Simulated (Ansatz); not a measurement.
# C2H6FNOS: an energy map over two coordinates

How does the energy of C2H6FNOS, SMILES NC(F)OCS change over two coordinates at once? A grid of runs gives the map.

The runs use Ansatz 0.2.0; RKS PBE-D4/def2-SVP.

### Step 1. The system as given

SMILES `NC(F)OCS`, 12 atoms, charge 0, spin multiplicity 1.

Atoms are counted from 1 here; the program's logs count them from 0.

Bond lengths: N1–C2 1.406 Å, N1–H7 1.024 Å, N1–H8 1.027 Å, C2–F3 1.431 Å, C2–O4 1.383 Å, C2–H9 1.119 Å, O4–C5 1.421 Å, C5–S6 1.812 Å, C5–H10 1.116 Å, C5–H11 1.110 Å, S6–H12 1.362 Å. Angles: C2–N1–H7 111.1°, C2–N1–H8 110.4°, H7–N1–H8 109.3°, N1–C2–F3 113.0°, N1–C2–O4 108.1°, N1–C2–H9 111.1°, F3–C2–O4 108.1°, F3–C2–H9 103.9°, O4–C2–H9 112.6°, C2–O4–C5 114.0°, O4–C5–S6 111.1°, O4–C5–H10 110.9°, O4–C5–H11 110.7°, S6–C5–H10 105.1°, S6–C5–H11 110.8°, H10–C5–H11 108.1°, C5–S6–H12 96.0°.

As a file:

```
atom     x (Å)     y (Å)     z (Å)
  N1  -0.52212  -2.10829   0.01736
  C2   0.31696  -0.98169   0.06824
  F3   1.15303  -0.85354  -1.08602
  O4  -0.48167   0.14427   0.14873
  C5   0.24266   1.35990   0.27486
  S6  -0.86651   2.74421   0.64649
  H7   0.02269  -2.96932  -0.08851
  H8  -1.18474  -2.02699  -0.76353
  H9   1.04057  -1.05729   0.91788
 H10   0.94993   1.31487   1.13673
 H11   0.83100   1.56249  -0.64406
 H12  -1.42490   2.81629  -0.59407
```

This geometry comes from a loose relaxation at PBE in a small basis, which is not shown.

### Step 2. Relaxing the molecule

File input.yaml:

```yaml
crystal:
  periodic: [false, false, false]
  atoms:
    - { symbol: "N", position_ang: [-0.522121, -2.108291, 0.017362] }
    - { symbol: C, position_ang: [0.316964, -0.981694, 0.068243] }
    - { symbol: F, position_ang: [1.153032, -0.853535, -1.086016] }
    - { symbol: O, position_ang: [-0.481668, 0.144266, 0.148732] }
    - { symbol: C, position_ang: [0.242655, 1.3599, 0.274857] }
    - { symbol: S, position_ang: [-0.866507, 2.744205, 0.646491] }
    - { symbol: H, position_ang: [0.022688, -2.969324, -0.088511] }
    - { symbol: H, position_ang: [-1.184745, -2.026986, -0.763534] }
    - { symbol: H, position_ang: [1.040567, -1.057285, 0.917881] }
    - { symbol: H, position_ang: [0.949928, 1.314868, 1.136729] }
    - { symbol: H, position_ang: [0.831004, 1.562487, -0.644061] }
    - { symbol: H, position_ang: [-1.424896, 2.816291, -0.594072] }
basis:
  gaussian: { orbitals: def2-SVP }
hamiltonian:
  xc: pbe
  dispersion: d4
output:
  forces: true
relax:
  f_tol: 0.003
  max_steps: 120
```

Command:

```bash
$ ansatz run input.yaml --threads 1 --pin off --max-ram 2560MiB --backend cpu --events-out ev --progress --plain --runs-dir out
```

Log:

```text
Warning: RAYON_NUM_THREADS=1 ignored (pool sized by the plan → 1); use --threads N
The last accepted step is kept in <dir> (removed where the run ends without a failure and the disk answers)
Engine: ansatz 0.2.0, aarch64-unknown-linux-gnu
Functional definition: PBE
  parameter kappa = 0.804
  parameter beta = 0.06672455060314922
  exchange = pbe_x(kappa = kappa, mu = beta*pi^2/3)
  correlation = pbe_c(beta = beta)
1332 factors; their error is unknown
mean field evaluation 1: about -19229.0123 eV, gradient 6.3e1 eV
mean field evaluation 2: about -19215.0486 eV, gradient 1.0e2 eV
mean field evaluation 4: about -19237.1557 eV, gradient 7.0e0 eV
mean field evaluation 8: about -19237.2346 eV, gradient 1.2e-1 eV
mean field evaluation 16: about -19237.1555 eV, gradient 7.8e-4 eV
mean field -19237.15545327 eV, -706.9524234954 hartree, gradient 4.8e-5 eV, S^2 0.000000; 0 other end points of the search recorded, 0 dependent functions left out
the calculation of the forces begins
reference -19237.15548630 eV, -706.9524247091 hartree; 29, 29 occupied and 89, 89 virtual orbitals, 1332 factors
relax step   1: F+E_penalty+E_count = -19237.38224072 eV  Δ(F+E_penalty+E_count) = +0.000e0 eV  max|allowed force component| = 1.117e-2 eV/Å  Δτ_max = 0.0000 Å  (30 SCF iters, accepted)
these checks for a lower state are left out or cut short: starts, cluster_reference, orbital_swaps, neighbouring_geometries, increment
1332 factors; their error is unknown
mean field -19237.15551883 eV, -706.9524259047 hartree, gradient 1.8e-5 eV, S^2 0.000000; 0 other end points of the search recorded, 0 dependent functions left out
the calculation of the forces begins
reference -19237.15555185 eV, -706.9524271181 hartree; 29, 29 occupied and 89, 89 virtual orbitals, 1332 factors
relax step   2: F+E_penalty+E_count = -19237.38232378 eV  Δ(F+E_penalty+E_count) = -8.306e-5 eV  max|allowed force component| = 5.837e-3 eV/Å  Δτ_max = 0.0052 Å  (32 SCF iters, accepted)
these checks for a lower state are left out or cut short: starts, cluster_reference, orbital_swaps, neighbouring_geometries, increment
1332 factors; their error is unknown
mean field evaluation 32: about -19237.1557 eV, gradient 1.7e-3 eV
mean field -19237.15574183 eV, -706.9524340997 hartree, gradient 1.8e-5 eV, S^2 0.000000; 0 other end points of the search recorded, 0 dependent functions left out
the calculation of the forces begins
reference -19237.15577482 eV, -706.9524353120 hartree; 29, 29 occupied and 89, 89 virtual orbitals, 1332 factors
relax step   3: F+E_penalty+E_count = -19237.38257952 eV  Δ(F+E_penalty+E_count) = -2.557e-4 eV  max|allowed force component| = 1.306e-2 eV/Å  Δτ_max = 0.0241 Å  (31 SCF iters, accepted)
these checks for a lower state are left out or cut short: starts, cluster_reference, orbital_swaps, neighbouring_geometries, increment
1332 factors; their error is unknown
mean field -19237.15599608 eV, -706.9524434431 hartree, gradient 1.8e-5 eV, S^2 0.000000; 0 other end points of the search recorded, 0 dependent functions left out
the calculation of the forces begins
reference -19237.15602905 eV, -706.9524446548 hartree; 29, 29 occupied and 89, 89 virtual orbitals, 1332 factors
relax step   4: F+E_penalty+E_count = -19237.38284021 eV  Δ(F+E_penalty+E_count) = -2.607e-4 eV  max|allowed force component| = 3.931e-2 eV/Å  Δτ_max = 0.0368 Å  (30 SCF iters, accepted)
these checks for a lower state are left out or cut short: starts, cluster_reference, orbital_swaps, neighbouring_geometries, increment
1332 factors; their error is unknown
mean field -19237.15618196 eV, -706.9524502741 hartree, gradient 1.8e-5 eV, S^2 0.000000; 0 other end points of the search recorded, 0 dependent functions left out
the calculation of the forces begins
reference -19237.15621494 eV, -706.9524514862 hartree; 29, 29 occupied and 89, 89 virtual orbitals, 1332 factors
relax step   5: F+E_penalty+E_count = -19237.38301487 eV  Δ(F+E_penalty+E_count) = -1.747e-4 eV  max|allowed force component| = 3.863e-2 eV/Å  Δτ_max = 0.0290 Å  (31 SCF iters, accepted)
these checks for a lower state are left out or cut short: starts, cluster_reference, orbital_swaps, neighbouring_geometries, increment
1332 factors; their error is unknown
mean field -19237.15632633 eV, -706.9524555799 hartree, gradient 1.8e-5 eV, S^2 0.000000; 0 other end points of the search recorded, 0 dependent functions left out
the calculation of the forces begins
reference -19237.15635932 eV, -706.9524567919 hartree; 29, 29 occupied and 89, 89 virtual orbitals, 1332 factors
relax step   6: F+E_penalty+E_count = -19237.38316106 eV  Δ(F+E_penalty+E_count) = -1.462e-4 eV  max|allowed force component| = 4.006e-2 eV/Å  Δτ_max = 0.0154 Å  (31 SCF iters, accepted)
these checks for a lower state are left out or cut short: starts, cluster_reference, orbital_swaps, neighbouring_geometries, increment
1332 factors; their error is unknown
mean field -19237.15643007 eV, -706.9524593920 hartree, gradient 1.8e-5 eV, S^2 0.000000; 0 other end points of the search recorded, 0 dependent functions left out
the calculation of the forces begins
reference -19237.15646304 eV, -706.9524606039 hartree; 29, 29 occupied and 89, 89 virtual orbitals, 1332 factors
relax step   7: F+E_penalty+E_count = -19237.38328336 eV  Δ(F+E_penalty+E_count) = -1.223e-4 eV  max|allowed force component| = 2.357e-2 eV/Å  Δτ_max = 0.0134 Å  (31 SCF iters, accepted)
these checks for a lower state are left out or cut short: starts, cluster_reference, orbital_swaps, neighbouring_geometries, increment
1332 factors; their error is unknown
mean field evaluation 64: about -19237.2367 eV, gradient 4.0e-3 eV
mean field -19237.15645914 eV, -706.9524604605 hartree, gradient 1.8e-5 eV, S^2 0.000000; 0 other end points of the search recorded, 0 dependent functions left out
the calculation of the forces begins
reference -19237.15649209 eV, -706.9524616715 hartree; 29, 29 occupied and 89, 89 virtual orbitals, 1332 factors
relax step   8: F+E_penalty+E_count = -19237.38335650 eV  Δ(F+E_penalty+E_count) = -7.314e-5 eV  max|allowed force component| = 1.250e-2 eV/Å  Δτ_max = 0.0176 Å  (31 SCF iters, accepted)
these checks for a lower state are left out or cut short: starts, cluster_reference, orbital_swaps, neighbouring_geometries, increment
1332 factors; their error is unknown
mean field -19237.15646389 eV, -706.9524606348 hartree, gradient 1.8e-5 eV, S^2 0.000000; 0 other end points of the search recorded, 0 dependent functions left out
the calculation of the forces begins
reference -19237.15649681 eV, -706.9524618448 hartree; 29, 29 occupied and 89, 89 virtual orbitals, 1332 factors
relax step   9: F+E_penalty+E_count = -19237.38337486 eV  Δ(F+E_penalty+E_count) = -1.836e-5 eV  max|allowed force component| = 4.193e-3 eV/Å  Δτ_max = 0.0121 Å  (31 SCF iters, accepted)
these checks for a lower state are left out or cut short: starts, cluster_reference, orbital_swaps, neighbouring_geometries, increment
1332 factors; their error is unknown
mean field -19237.15645142 eV, -706.9524601768 hartree, gradient 1.8e-5 eV, S^2 0.000000; 0 other end points of the search recorded, 0 dependent functions left out
the calculation of the forces begins
reference -19237.15648434 eV, -706.9524613865 hartree; 29, 29 occupied and 89, 89 virtual orbitals, 1332 factors
relax step  10: F+E_penalty+E_count = -19237.38337689 eV  Δ(F+E_penalty+E_count) = -2.021e-6 eV  max|allowed force component| = 2.169e-3 eV/Å  Δτ_max = 0.0039 Å  (32 SCF iters, accepted)
1332 factors; their error is unknown
mean field evaluation 96: about -19237.1564 eV, gradient 5.6e-2 eV
mean field -19237.15645142 eV, -706.9524601768 hartree, gradient 2.3e-5 eV, S^2 0.000000; 1 other end points of the search recorded, 0 dependent functions left out
the calculation of the forces begins
reference -19237.15648434 eV, -706.9524613865 hartree; 29, 29 occupied and 89, 89 virtual orbitals, 1332 factors
Total energy: -19237.38340981 eV, -706.9608007435 hartree
Atom 0 at    -0.499380    -2.112546     0.039707 Å, force     0.000108    -0.000175     0.000372 eV/Å
Atom 1 at     0.326026    -0.974656     0.039907 Å, force     0.000268    -0.002081     0.000011 eV/Å
Atom 2 at     1.048612    -0.806588    -1.184330 Å, force     0.000598    -0.000000    -0.000594 eV/Å
Atom 3 at    -0.478989     0.135215     0.220795 Å, force     0.000175     0.001310     0.000554 eV/Å
Atom 4 at     0.237464     1.356504     0.345118 Å, force    -0.001627    -0.001184    -0.001251 eV/Å
Atom 5 at    -0.895171     2.751749     0.568559 Å, force    -0.000185     0.002169     0.000525 eV/Å
Atom 6 at     0.040954    -2.961193    -0.152771 Å, force     0.000182    -0.000183    -0.000017 eV/Å
Atom 7 at    -1.242725    -2.015076    -0.662680 Å, force    -0.000178     0.000332    -0.000205 eV/Å
Atom 8 at     1.127798    -1.060152     0.814741 Å, force     0.000016     0.000208    -0.000034 eV/Å
Atom 9 at     0.879616     1.350768     1.257465 Å, force     0.000127    -0.000087    -0.000075 eV/Å
Atom 10 at     0.888851     1.516771    -0.538615 Å, force     0.000241     0.000319     0.000567 eV/Å
Atom 11 at    -1.356156     2.764107    -0.713794 Å, force     0.000274    -0.000628     0.000148 eV/Å
Dipole moment:     0.146265    -0.240354    -0.156566 e Å
```

It took 55 s on 1 thread of Arm Neoverse V1, shared host; peak memory 0.18 GiB.

Step by step:

```
step  energy from step 1 (eV)  largest force component (eV/Å)
   1                   0.0000                          0.0112
   2                  -0.0001                          0.0058
   3                  -0.0003                          0.0131
   4                  -0.0006                          0.0393
   5                  -0.0008                          0.0386
   6                  -0.0009                          0.0401
   7                  -0.0010                          0.0236
   8                  -0.0011                          0.0125
   9                  -0.0011                          0.0042
  10                  -0.0011                          0.0022
```

Distances of close pairs at the start and the end, largest changes first:

```
  bond  before (Å)  after (Å)  change (Å)
 C5–S6       1.812      1.811      -0.001
 O4–C5       1.421      1.421      +0.001
 C2–F3       1.431      1.431      +0.000
S6–H12       1.362      1.363      +0.000
 C2–H9       1.119      1.118      -0.000
C5–H11       1.110      1.109      -0.000
 C2–O4       1.383      1.383      +0.000
C5–H10       1.116      1.116      -0.000
```

### Step 3. Plan of the scan

- angle C2–O4–C5 (carried through 180): 11 values from 96.1 to 263.9 °
- change of the bonds O4–C2, O4–C5, all alike: 11 values from −0.154 to 0.238 Å

Nothing else is relaxed (all other coordinates rigid). Energies count from the relaxed molecule at the same level. Points are written as (first, second).

Below, 3 of the grid's runs; all are launched alike.

### Step 4. The run at (247.2°, −0.154 Å)

File input.yaml:

```yaml
crystal:
  periodic: [false, false, false]
  atoms:
    - { symbol: "N", position_ang: [-2.469599, -0.624375, 0.323796] }
    - { symbol: C, position_ang: [-1.110012, -0.914023, 0.114709] }
    - { symbol: F, position_ang: [-0.847109, -1.463388, -1.18075] }
    - { symbol: O, position_ang: [-0.478989, 0.135215, 0.220795] }
    - { symbol: C, position_ang: [-1.227933, 1.144183, 0.386037] }
    - { symbol: S, position_ang: [-2.973072, 0.660552, 0.395377] }
    - { symbol: H, position_ang: [-3.050415, -1.456717, 0.18571] }
    - { symbol: H, position_ang: [-2.779668, 0.117576, -0.31556] }
    - { symbol: H, position_ang: [-0.755293, -1.706878, 0.819033] }
    - { symbol: H, position_ang: [-1.048526, 1.61495, 1.381506] }
    - { symbol: H, position_ang: [-1.03499, 1.904251, -0.398849] }
    - { symbol: H, position_ang: [-3.053024, 0.400469, -0.939934] }
basis:
  gaussian: { orbitals: def2-SVP }
hamiltonian:
  xc: pbe
  dispersion: d4
output:
  forces: true
```

Command:

```bash
$ ansatz run input.yaml --threads 1 --pin off --max-ram 2560MiB --backend cpu --events-out ev --progress --plain --runs-dir out
```

Log:

```text
Warning: RAYON_NUM_THREADS=1 ignored (pool sized by the plan → 1); use --threads N
[... 6 set-up lines as earlier in the session ...]
1332 factors; their error is unknown
mean field evaluation 1: about -19201.3322 eV, gradient 7.0e1 eV
mean field evaluation 2: about -19181.1323 eV, gradient 1.2e2 eV
mean field evaluation 4: about -19211.7045 eV, gradient 1.1e1 eV
mean field evaluation 8: about -19211.9495 eV, gradient 1.5e-1 eV
mean field evaluation 16: about -19211.8803 eV, gradient 7.4e-4 eV
mean field -19211.88034582 eV, -706.0235804286 hartree, gradient 2.5e-5 eV, S^2 0.000000; 1 other end points of the search recorded, 0 dependent functions left out
the calculation of the forces begins
reference -19211.88037266 eV, -706.0235814150 hartree; 29, 29 occupied and 89, 89 virtual orbitals, 1332 factors
Total energy: -19212.18010928 eV, -706.0345965327 hartree
Atom 0 at    -2.469599    -0.624375     0.323796 Å, force     9.400163   -27.677851     4.983327 eV/Å
Atom 1 at    -1.110012    -0.914023     0.114709 Å, force    -0.895551    -7.900157    -1.768247 eV/Å
Atom 2 at    -0.847109    -1.463388    -1.180750 Å, force    -0.301434    -0.345124     0.298845 eV/Å
Atom 3 at    -0.478989     0.135215     0.220795 Å, force     7.337220     1.288590     0.546474 eV/Å
Atom 4 at    -1.227933     1.144183     0.386037 Å, force    -1.246879     7.559433     2.705457 eV/Å
Atom 5 at    -2.973072     0.660552     0.395377 Å, force   -17.371421    47.400831    41.801933 eV/Å
Atom 6 at    -3.050415    -1.456717     0.185710 Å, force    -0.532489     0.118460     0.021266 eV/Å
Atom 7 at    -2.779668     0.117576    -0.315560 Å, force     8.141298   -22.051474   -35.100350 eV/Å
Atom 8 at    -0.755293    -1.706878     0.819033 Å, force    -0.194281    -0.312561    -0.120330 eV/Å
Atom 9 at    -1.048526     1.614950     1.381506 Å, force    -0.117988     0.368228    -0.132363 eV/Å
Atom 10 at    -1.034990     1.904251    -0.398849 Å, force    -0.423672     0.194396    -0.677633 eV/Å
Atom 11 at    -3.053024     0.400469    -0.939934 Å, force    -3.794967     1.357228   -12.558380 eV/Å
Dipole moment:     0.097300    -0.064275     0.575770 e Å
```

Run time: 6.1 s. Hardware: 1 thread of Arm Neoverse V1, shared host; peak memory 0.15 GiB.

Energy on the map's scale: 25.2 eV.

### Step 5. Grid point (112.8°, 0.003 Å)

File input.yaml:

```yaml
crystal:
  periodic: [false, false, false]
  atoms:
    - { symbol: "N", position_ang: [-0.47299, -2.11493, 0.038169] }
    - { symbol: C, position_ang: [0.340032, -0.968161, 0.040092] }
    - { symbol: F, position_ang: [1.062464, -0.791644, -1.183046] }
    - { symbol: O, position_ang: [-0.478989, 0.135215, 0.220795] }
    - { symbol: C, position_ang: [0.252372, 1.35129, 0.343749] }
    - { symbol: S, position_ang: [-0.86476, 2.75884, 0.568057] }
    - { symbol: H, position_ang: [0.076778, -2.957573, -0.153974] }
    - { symbol: H, position_ang: [-1.216366, -2.025162, -0.665212] }
    - { symbol: H, position_ang: [1.141601, -1.045361, 0.816007] }
    - { symbol: H, position_ang: [0.895704, 1.339049, 1.255201] }
    - { symbol: H, position_ang: [0.904218, 1.504047, -0.540975] }
    - { symbol: H, position_ang: [-1.327382, 2.775556, -0.713658] }
basis:
  gaussian: { orbitals: def2-SVP }
hamiltonian:
  xc: pbe
  dispersion: d4
output:
  forces: true
```

Command:

```bash
$ ansatz run input.yaml --threads 1 --pin off --max-ram 2560MiB --backend cpu --events-out ev --progress --plain --runs-dir out
```

Log:

```text
Warning: RAYON_NUM_THREADS=1 ignored (pool sized by the plan → 1); use --threads N
[... 6 set-up lines as earlier in the session ...]
1332 factors; their error is unknown
mean field evaluation 1: about -19229.0288 eV, gradient 6.3e1 eV
mean field evaluation 2: about -19215.1424 eV, gradient 1.0e2 eV
mean field evaluation 4: about -19237.1546 eV, gradient 7.0e0 eV
mean field evaluation 8: about -19237.2338 eV, gradient 1.2e-1 eV
mean field evaluation 16: about -19237.1546 eV, gradient 6.2e-4 eV
mean field -19237.15459903 eV, -706.9523921027 hartree, gradient 4.1e-5 eV, S^2 0.000000; 0 other end points of the search recorded, 0 dependent functions left out
the calculation of the forces begins
reference -19237.15463196 eV, -706.9523933129 hartree; 29, 29 occupied and 89, 89 virtual orbitals, 1332 factors
Total energy: -19237.38177055 eV, -706.9607405019 hartree
Atom 0 at    -0.472990    -2.114930     0.038169 Å, force     0.005316     0.005486    -0.002650 eV/Å
Atom 1 at     0.340032    -0.968161     0.040092 Å, force    -0.098288    -0.021173    -0.001328 eV/Å
Atom 2 at     1.062464    -0.791644    -1.183046 Å, force    -0.005890    -0.009005     0.001656 eV/Å
Atom 3 at    -0.478989     0.135215     0.220795 Å, force     0.213541    -0.002134    -0.006213 eV/Å
Atom 4 at     0.252372     1.351290     0.343749 Å, force    -0.091039     0.035698     0.003140 eV/Å
Atom 5 at    -0.864760     2.758840     0.568057 Å, force     0.000188     0.000549     0.000868 eV/Å
Atom 6 at     0.076778    -2.957573    -0.153974 Å, force    -0.001426    -0.002188     0.000160 eV/Å
Atom 7 at    -1.216366    -2.025162    -0.665212 Å, force    -0.000158    -0.001322    -0.000413 eV/Å
Atom 8 at     1.141601    -1.045361     0.816007 Å, force    -0.007603     0.006097    -0.001019 eV/Å
Atom 9 at     0.895704     1.339049     1.255201 Å, force    -0.006131    -0.007230    -0.001295 eV/Å
Atom 10 at     0.904218     1.504047    -0.540975 Å, force    -0.009492    -0.004834     0.007033 eV/Å
Atom 11 at    -1.327382     2.775556    -0.713658 Å, force     0.000982     0.000055     0.000061 eV/Å
Dipole moment:     0.151424    -0.245201    -0.158418 e Å
```

It took 4.5 s on 1 thread of Arm Neoverse V1, shared host; peak memory 0.15 GiB.

Energy on the map's scale: 0.002 eV.

(Part 1 of 2 ends here.)
